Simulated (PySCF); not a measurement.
Series: binary hydrides. Gas-phase values, no solvent. Strings in code marks are SMILES.

Method: TPSSh-D3(BJ)/def2-TZVP // PBE0-D3(BJ)/def2-TZVP in PySCF. All candidates: neutral, multiplicity 1. Delta-SCF ions had no search for a lower state. 

| Item | Result |
|---|---|
| LUMO | -1.21 eV |
| vertical ionisation energy (Delta-SCF) | 8.17 eV |
| dipole moment | 5.83 D |

### Question
Name which member has these values.
A. `[AlH3]`
B. `[LiH]`
C. `[GaH3]`
D. `B`

### Answer
B, `[LiH]`. The others give `[GaH3]`: -2.12 eV, 11.09 eV, 0.00 D; `[AlH3]`: -2.01 eV, 11.11 eV, 0.00 D; `B`: -2.31 eV, 12.98 eV, 0.00 D
